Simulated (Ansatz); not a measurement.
Steps of a relaxation of C$_{5}$H$_{6}$, SMILES `C=CC1=CC1` with RKS PBE-D4/def2-SVP.

```sh
$ ansatz run in.yaml --threads 2 --pin off --events-out ev --progress --plain --max-ram 4352MiB
```

```yaml
crystal:
  periodic: [false, false, false]
  atoms:
    - {symbol: C, position_ang: [0.268500, 0.610600, -1.796700]}
    - {symbol: C, position_ang: [-0.660300, 0.110600, -0.956800]}
    - {symbol: C, position_ang: [-0.376900, -0.223300, 0.342200]}
    - {symbol: C, position_ang: [-0.561100, -0.686500, 1.524300]}
    - {symbol: C, position_ang: [0.715800, -0.230800, 1.294500]}
    - {symbol: H, position_ang: [1.245300, 0.883200, -1.523300]}
    - {symbol: H, position_ang: [-0.049700, 0.903000, -2.819300]}
    - {symbol: H, position_ang: [-1.634800, -0.063900, -1.294100]}
    - {symbol: H, position_ang: [-1.331800, -1.109900, 2.240600]}
    - {symbol: H, position_ang: [0.978600, 0.722600, 1.784500]}
    - {symbol: H, position_ang: [1.471900, -0.972600, 1.224700]}
basis:
  gaussian: {orbitals: def2-SVP}
hamiltonian: {xc: pbe, dispersion: d4}
relax: {f_tol: 0.03, max_steps: 200}
```

Positions (Å) and forces (eV/Å) along the path, 9 of 9 steps:

```xyz
11
step=1 energy=-5268.3527 eV
C     0.269    0.611   -1.797   -1.914    0.358   -1.511
C    -0.660    0.111   -0.957    1.192    0.567   -1.144
C    -0.377   -0.223    0.342   -0.204    0.095   -0.871
C    -0.561   -0.686    1.524   -6.246   -2.678    3.162
C     0.716   -0.231    1.294    3.775    2.207    1.064
H     1.245    0.883   -1.523    1.849    0.235    0.718
H    -0.050    0.903   -2.819    0.187   -0.183    0.153
H    -1.635   -0.064   -1.294   -2.092   -0.335   -0.868
H    -1.332   -1.110    2.241    0.933    0.357   -0.580
H     0.979    0.723    1.784    0.724    0.253    0.044
H     1.472   -0.973    1.225    1.795   -0.875   -0.167
11
step=2 energy=-5268.9802 eV
C     0.232    0.694   -1.801   -0.209   -0.440   -0.885
C    -0.686    0.135   -0.972    0.291    0.389   -0.416
C    -0.394   -0.222    0.361    0.158    0.003   -0.044
C    -0.610   -0.717    1.556   -2.448   -0.860    0.663
C     0.730   -0.225    1.344    1.625    0.781    0.293
H     1.287    0.834   -1.529    0.048    0.126    0.264
H    -0.022    0.856   -2.875    0.049    0.163    0.455
H    -1.696   -0.046   -1.333   -0.531   -0.087   -0.222
H    -1.356   -1.161    2.242    0.354    0.087   -0.106
H     1.030    0.741    1.808    0.217   -0.043    0.005
H     1.550   -0.947    1.222    0.446   -0.119   -0.006
11
step=3 energy=-5269.0368 eV
C     0.251    0.589   -1.855   -0.093    1.122   -0.506
C    -0.682    0.092   -1.002   -0.033   -0.054   -0.095
C    -0.391   -0.241    0.363    0.389   -0.165    0.267
C    -0.650   -0.712    1.574   -0.341    0.124   -0.469
C     0.748   -0.225    1.374    0.346    0.091   -0.151
H     1.287    0.853   -1.519   -0.496   -0.365   -0.123
H    -0.057    0.990   -2.872    0.336   -0.655    0.788
H    -1.720   -0.065   -1.361    0.135    0.003    0.076
H    -1.391   -1.140    2.252    0.003   -0.067    0.162
H     1.078    0.748    1.808   -0.067   -0.102   -0.010
H     1.593   -0.947    1.259   -0.178    0.070    0.060
11
step=4 energy=-5268.8038 eV rejected
C     0.169    0.695   -1.927   -0.400   -0.552    0.628
C    -0.674    0.135   -1.016    0.173    0.088   -0.203
C    -0.205   -0.178    0.322   -3.163   -0.742   -0.600
C    -0.686   -0.685    1.468    1.510    0.729   -0.744
C     0.778   -0.221    1.373    1.037   -0.359    1.753
H     1.162    0.834   -1.518    0.830    0.344   -0.175
H    -0.010    0.935   -2.978   -0.323    0.052   -0.094
H    -1.748   -0.125   -1.200    0.551    0.182   -0.072
H    -1.386   -1.144    2.165   -0.205    0.036   -0.128
H     1.097    0.706    1.901   -0.016    0.040   -0.058
H     1.569   -1.009    1.431    0.007    0.182   -0.308
11
step=5 energy=-5269.1113 eV
C     0.222    0.648   -1.863    0.097    0.158   -0.170
C    -0.680    0.117   -1.001   -0.014    0.043   -0.041
C    -0.351   -0.224    0.354    0.010   -0.068   -0.002
C    -0.659   -0.711    1.541   -0.002    0.043   -0.042
C     0.757   -0.222    1.383    0.173    0.026    0.015
H     1.269    0.821   -1.543   -0.206   -0.013   -0.058
H    -0.052    0.944   -2.897    0.059   -0.162    0.291
H    -1.722   -0.064   -1.322    0.055    0.027    0.003
H    -1.391   -1.155    2.222   -0.020   -0.023    0.029
H     1.075    0.737    1.852   -0.062   -0.040   -0.029
H     1.597   -0.947    1.295   -0.089    0.007    0.005
11
step=6 energy=-5269.0924 eV rejected
C     0.215    0.640   -1.871    0.268   -0.021    0.261
C    -0.671    0.116   -0.990   -0.152    0.280   -0.397
C    -0.337   -0.256    0.350    0.039    0.189    0.101
C    -0.650   -0.731    1.538    0.027   -0.048    0.087
C     0.765   -0.219    1.392   -0.205   -0.127   -0.061
H     1.255    0.832   -1.565    0.093   -0.099   -0.027
H    -0.056    0.892   -2.902   -0.144    0.094   -0.098
H    -1.722    0.036   -1.323   -0.032   -0.308    0.149
H    -1.389   -1.180    2.214    0.057    0.027   -0.020
H     1.046    0.750    1.854    0.022    0.031   -0.001
H     1.609   -0.936    1.323    0.026   -0.018    0.006
11
step=7 energy=-5269.1161 eV
C     0.221    0.656   -1.863    0.030    0.036   -0.028
C    -0.677    0.127   -0.998    0.019   -0.025   -0.038
C    -0.344   -0.223    0.353   -0.041    0.003   -0.001
C    -0.658   -0.710    1.538   -0.039    0.000    0.027
C     0.760   -0.225    1.384    0.067    0.017    0.030
H     1.261    0.842   -1.548   -0.025    0.000   -0.012
H    -0.054    0.916   -2.898   -0.003   -0.019    0.050
H    -1.716   -0.061   -1.321   -0.009    0.004   -0.002
H    -1.391   -1.155    2.219    0.009    0.004   -0.011
H     1.073    0.733    1.853   -0.008   -0.016   -0.004
H     1.591   -0.958    1.302   -0.001   -0.003   -0.010
11
step=8 energy=-5269.1162 eV
C     0.221    0.656   -1.866    0.030    0.025   -0.015
C    -0.675    0.128   -0.998   -0.008   -0.018   -0.032
C    -0.345   -0.218    0.354   -0.014    0.014    0.007
C    -0.660   -0.703    1.540   -0.002   -0.032   -0.004
C     0.760   -0.223    1.386    0.037    0.007    0.026
H     1.261    0.843   -1.553   -0.014    0.005   -0.011
H    -0.058    0.912   -2.900    0.000   -0.016    0.035
H    -1.714   -0.060   -1.320   -0.008    0.002   -0.002
H    -1.388   -1.164    2.214   -0.016    0.015    0.014
H     1.076    0.732    1.858   -0.002   -0.005   -0.003
H     1.588   -0.960    1.304   -0.002    0.003   -0.014
11
step=9 energy=-5269.1166 eV
C     0.221    0.659   -1.863    0.003   -0.007   -0.011
C    -0.675    0.124   -0.999    0.009    0.004    0.006
C    -0.346   -0.222    0.354   -0.010    0.008    0.006
C    -0.660   -0.705    1.541   -0.010   -0.008   -0.005
C     0.761   -0.226    1.385    0.015    0.010   -0.001
H     1.260    0.853   -1.549   -0.007    0.001   -0.001
H    -0.057    0.912   -2.898   -0.001    0.004    0.013
H    -1.713   -0.066   -1.324    0.000   -0.007   -0.006
H    -1.393   -1.152    2.220    0.005    0.006   -0.002
H     1.077    0.730    1.854   -0.001   -0.006   -0.002
H     1.589   -0.963    1.299   -0.001   -0.004    0.002
```

Hardware: 2 threads of an Intel Xeon 6975P-C on a shared host. Wall time 13 s, peak host memory 0.21 GiB.
